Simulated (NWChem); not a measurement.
All runs are NWChem calculations. System: H₃N, charge 1, spin multiplicity 2, at the geometry of a parent with another charge or spin, in a state set for the comparison that need not be this species' ground state. Its SCF solution wasn't tested for a lower state. Level: UMP2/aug-cc-pVDZ, 1 core orbitals frozen.

Part of the output:

```
             Northwest Computational Chemistry Package (NWChem) 7.3.0
             --------------------------------------------------------

                                NWChem Input Module
                                -------------------

 Scaling coordinates for geometry "geometry" by  1.889725989
 (inverse scale =  0.529177249)

 Turning off AUTOSYM since
 SYMMETRY directive was detected!

                             Geometry "geometry" -> ""
                             -------------------------

 Output coordinates in angstroms (scale by  1.889725989 to convert to a.u.)

  No.       Tag          Charge          X              Y              Z
 ---- ---------------- ---------- -------------- -------------- --------------
    1 N                    7.0000     0.00151600     0.12156100     0.00000000
    2 H                    1.0000    -0.47143700    -0.27780500     0.81049000
    3 H                    1.0000    -0.47143700    -0.27780500    -0.81049000
    4 H                    1.0000     0.93226000    -0.29531600     0.00000000

 Effective nuclear repulsion energy (a.u.)      11.8759129821

            Nuclear Dipole moment (a.u.)
            ----------------------------
        X                 Y               Z
 ---------------- ---------------- ----------------
    -0.0000037795     0.0000018897     0.0000000000

      Symmetry information
      --------------------

 Group name             Cs
 Group number              2
 Group order               2
 No. of unique centers     3

      Symmetry unique atoms

     1    2    4


 Summary of "ao basis" -> "" (spherical)
 ------------------------------------------------------------------------------
       Tag                 Description            Shells   Functions and Types
 ---------------- ------------------------------  ------  ---------------------
 *                        aug-cc-pvdz                 on all atoms

 Summary of "ao basis" -> "ao basis" (spherical)
 ------------------------------------------------------------------------------
       Tag                 Description            Shells   Functions and Types
 ---------------- ------------------------------  ------  ---------------------
 N                        aug-cc-pvdz                9       23   4s3p2d
 H                        aug-cc-pvdz                5        9   3s2p

                                 NWChem SCF Module
                                 -----------------

  ao basis        = "ao basis"
  functions       =    50
  atoms           =     4
  alpha electrons =     5
  beta  electrons =     4
  charge          =   1.00
  wavefunction    = UHF
  use symmetry    = T
  symmetry adapt  = T

 Summary of "ao basis" -> "ao basis" (spherical)
 ------------------------------------------------------------------------------
       Tag                 Description            Shells   Functions and Types
 ---------------- ------------------------------  ------  ---------------------
 N                        aug-cc-pvdz                9       23   4s3p2d
 H                        aug-cc-pvdz                5        9   3s2p

      Symmetry analysis of basis
      --------------------------

        a'         32
        a"         18

 Forming initial guess at       0.0s

   Symmetry analysis of molecular orbitals - initial alpha
   -------------------------------------------------------

  Numbering of irreducible representations:

     1 a'          2 a"

  Orbital symmetries:

     1 a'          2 a'          3 a"          4 a'          5 a'
     6 a'          7 a"          8 a'          9 a'         10 a'
    11 a"         12 a'         13 a"         14 a'         15 a'

   Symmetry analysis of molecular orbitals - initial beta
   ------------------------------------------------------

  Numbering of irreducible representations:

     1 a'          2 a"

  Orbital symmetries:

     1 a'          2 a'          3 a"          4 a'          5 a'
     6 a'          7 a"          8 a'          9 a"         10 a'
    11 a'         12 a'         13 a"         14 a'         15 a"

 Starting SCF solution at       0.0s

 ----------------------------------------------
         Quadratically convergent UHF
[...]
   Bfn.  Coefficient  Atom+Function         Bfn.  Coefficient  Atom+Function
  ----- ------------  ---------------      ----- ------------  ---------------
    26      2.168855  2 H  s                 35     -2.168855  3 H  s
    13     -0.248734  1 N  pz                10     -0.179019  1 N  pz
    25      0.154839  2 H  s                 34     -0.154839  3 H  s

 center of mass
 --------------
 x =   0.00116887 y =   0.09374440 z =   0.00000000

 moments of inertia (a.u.)
 ------------------
           6.187030992480           0.040791268129           0.000000000000
           0.040791268129           9.456133911585           0.000000000000
           0.000000000000           0.000000000000           6.186497570801

  Mulliken analysis of the total density
  --------------------------------------

    Atom       Charge   Shell Charges
 -----------   ------   -------------------------------------------------------
    1 N    7     6.73   2.00  0.79  0.58  0.04  2.29  1.01  0.02  0.02 -0.02
    2 H    1     0.76   0.68  0.04 -0.00  0.06 -0.02
    3 H    1     0.76   0.68  0.04 -0.00  0.06 -0.02
    4 H    1     0.76   0.68  0.04 -0.00  0.06 -0.02

  Mulliken analysis of the alpha density
  --------------------------------------

    Atom       Charge   Shell Charges
 -----------   ------   -------------------------------------------------------
    1 N    7     3.94   1.00  0.43  0.33  0.02  1.46  0.67  0.02  0.01 -0.01
    2 H    1     0.35   0.33  0.01 -0.00  0.03 -0.02
    3 H    1     0.35   0.33  0.01 -0.00  0.03 -0.02
    4 H    1     0.35   0.33  0.01 -0.00  0.03 -0.02

   Mulliken analysis of the beta density
   -------------------------------------

    Atom       Charge   Shell Charges
 -----------   ------   -------------------------------------------------------
    1 N    7     2.79   1.00  0.35  0.25  0.02  0.83  0.34  0.00  0.01 -0.01
    2 H    1     0.40   0.35  0.03 -0.00  0.03 -0.01
    3 H    1     0.40   0.35  0.03 -0.00  0.03 -0.01
    4 H    1     0.40   0.35  0.03 -0.00  0.03 -0.01

   Mulliken analysis of the spin density
   -------------------------------------

    Atom       Charge   Shell Charges
 -----------   ------   -------------------------------------------------------
    1 N    7     1.14   0.00  0.08  0.09 -0.00  0.64  0.33  0.02 -0.01 -0.00
    2 H    1    -0.05  -0.02 -0.02 -0.00  0.00 -0.01
    3 H    1    -0.05  -0.02 -0.02 -0.00  0.00 -0.01
    4 H    1    -0.05  -0.02 -0.02 -0.00  0.00 -0.01

       Multipole analysis of the density wrt the origin
       ------------------------------------------------

     L   x y z        total         alpha         beta         nuclear
     -   - - -        -----         -----         ----         -------
     0   0 0 0      1.000000     -5.000000     -4.000000     10.000000

     1   1 0 0     -0.005740     -0.006845      0.001108     -0.000004
     1   0 1 0     -0.460203     -0.548873      0.088668      0.000002
     1   0 0 1      0.000000      0.000000      0.000000      0.000000

     2   2 0 0     -2.711976     -3.839516     -3.563518      4.691059
     2   1 1 0     -0.013889      0.006397      0.022875     -0.043161
     2   1 0 1      0.000000      0.000000      0.000000      0.000000
     2   0 2 0     -3.825133     -3.326912     -1.730247      1.232025
     2   0 1 1     -0.000000     -0.000000     -0.000000      0.000000
     2   0 0 2     -2.711789     -3.839601     -3.563809      4.691622

                   NWChem MP2 Semi-direct Energy/Gradient Module
                   ---------------------------------------------

  Basis functions       =     50
  Molecular orbitals    =     50
  Frozen core           =      1
  Frozen virtuals       =      0
  Active alpha occupied =      4
  Active beta occupied  =      3
  Active alpha virtual  =     45
  Active beta virtual   =     46
  Use MO symmetry       = T
  Use skeleton AO sym   = T

  AO/Fock/Back tols     =   1.0D-09  1.0D-09  1.0D-09

 GA uses MA = F    GA memory limited = T

 Available:
  local mem=  1.26D+08
 global mem=  1.44D+08
 local disk=  0.00D+00
  mp2_memr nvloc                    45
  nvloc new                    45
   1 passes of   4:        3145728                       9690                    784642.
   1 passes of   4: M    126154500           G      144174200           F     123008772.

 Semi-direct pass number   1 of   1  for UHF alpha       at        0.2s
  vrange nnbf                  1275
  mp2_eaftype                    10  avail_ma_in_mb                  1099
 EAF : mp2_eaftype filesize          10     392321.
  mp2_eaf for mointskh                     10
Node 0 wrote      1.8 Mb in      0.0 s     Agg I/O rate:  2472.5 Mb/s
 Done moints_semi at        0.3s
  mp2_eaftype                    10  avail_ma_in_mb                  1089
 EAF : mp2_eaftype filesize          10     392321.
  mp2_eaf for kh                    10
 Done maket at        0.3s
 Done multipass loop at        0.3s

 GA uses MA = F    GA memory limited = T

 Available:
  local mem=  1.26D+08
 global mem=  1.44D+08
 local disk=  0.00D+00
  mp2_memr nvloc                    46
  nvloc new                    46
   1 passes of   3:        3145728                       8619                    602572.
   1 passes of   3: M    126154500           G      144174200           F     123008772.

 Semi-direct pass number   1 of   1  for UHF beta        at        0.3s
  vrange nnbf                  1275
  mp2_eaftype                    10  avail_ma_in_mb                  1099
 EAF : mp2_eaftype filesize          10     301286.
  mp2_eaf for mointskh                     10
Node 0 wrote      1.4 Mb in      0.0 s     Agg I/O rate:  2456.4 Mb/s
 Done moints_semi at        0.5s
  mp2_eaftype                    10  avail_ma_in_mb                  1089
 EAF : mp2_eaftype filesize          10     301286.
  mp2_eaf for kh                    10
 Done maket at        0.5s
 Done multipass loop at        0.5s

          -------------------------------------------
          SCF energy                 -55.855348853745
          Correlation energy          -0.147973011663
          Singlet pairs                0.000000000000
          Triplet pairs                0.000000000000
          Total MP2 energy           -56.003321865407
          -------------------------------------------

          ---------------------------------------------------
                    Spin Component Scaled (SCS) MP2
          Same spin pairs                     -0.031551108848
          Same spin scaling factor             0.333333333333
          Opposite spin pairs                 -0.116421902815
          Opposite spin scaling fact.          1.200000000000
          SCS-MP2 correlation energy          -0.150223319660
          Total SCS-MP2 energy               -56.005572173405
          ---------------------------------------------------

 -----------------------
 Performance information
 -----------------------

 Timer overhead =  9.64D-08 seconds/call

               Nr. of calls         CPU time (s)                 Wall time (s)                GFlops
             ---------------    -------------------     ------------------------------   -------------------
Name         Min   Avg   Max    Min     Avg     Max     Min     Avg     Max   Mx/calls   Min     Max     Sum
mp2: moin     2     2     2   0.27    0.27    0.27     0.27    0.27    0.27    0.14      0.0     0.0     0.0
mp2: make     2     2     2   1.76E-2 1.76E-2 1.76E-2  1.76E-2 1.76E-2 1.76E-2 8.82E-3   0.0     0.0     0.0
mp2: tota     1     1     1   0.31    0.31    0.31     0.31    0.31    0.31    0.31      0.0     0.0     0.0

 The average no. of pstat calls per process was 5.00D+00
 with a timing overhead of 4.82D-07s

 Task  times  cpu:        0.5s     wall:        0.5s

 Total times  cpu:        0.5s     wall:        0.5s
```

**Question.** Write an NWChem input that would produce this output.

**Answer.** One answer among several that fit: 
```
start mol
memory heap 200 mb stack 900 mb global 1100 mb
charge 1
geometry units angstroms nocenter noautoz
  N      0.001516     0.121561     0.000000
  H     -0.471437    -0.277805     0.810490
  H     -0.471437    -0.277805    -0.810490
  H      0.932260    -0.295316     0.000000
  symmetry group Cs
end
basis spherical
  * library aug-cc-pvdz
end
scf
  uhf
  nopen 1
  maxiter 100
  thresh 1e-7
  semidirect memsize 60000000 filesize 0
  # guess.movecs holds the orbitals of an unrestricted PBE0 run
  vectors input guess.movecs output mol.movecs
end
mp2
  freeze core 1
end
task mp2 energy
```
